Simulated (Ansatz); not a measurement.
C$_{2}$H$_{3}$FN$_{2}$, relaxed with RKS PBE0-D4/def2-TZVP in the Gaussian-basis code of Ansatz from a PBE-D4/def2-SVP geometry. The force threshold is 0.005 eV/Å; the program also tests the step.

The species carries charge 0 and has multiplicity 1. The bonds changed during the relaxation, so this is another structure than the one it started from.

Start:

```xyz
8

N     0.269   -0.187    1.445
C    -0.697   -0.506    0.627
C    -0.366   -0.172   -0.764
F    -0.758   -1.131   -1.642
N     0.135    0.947   -1.119
H     0.146   -0.270    2.461
H     1.162    0.255    1.137
H     0.109    1.064   -2.146
```

By how much does the energy fall, and how many steps does the optimiser take? (Best estimate.)

The calculation gave: 0.05 eV, in 8 steps.

Which bonds change most? (Estimate.)

Ansatz gave: C3–N5 from 1.276 to 1.255 Å; N1–H7 from 1.042 to 1.022 Å; N1–H6 from 1.026 to 1.010 Å; C3–F4 from 1.359 to 1.342 Å.

Give the relaxed structure. (Estimate.)

Computed: 
```xyz
8

N     0.268   -0.184    1.434
C    -0.702   -0.482    0.634
C    -0.366   -0.155   -0.755
F    -0.724   -1.125   -1.611
N     0.110    0.947   -1.121
H     0.151   -0.282    2.433
H     1.147    0.233    1.121
H     0.117    1.048   -2.135
```
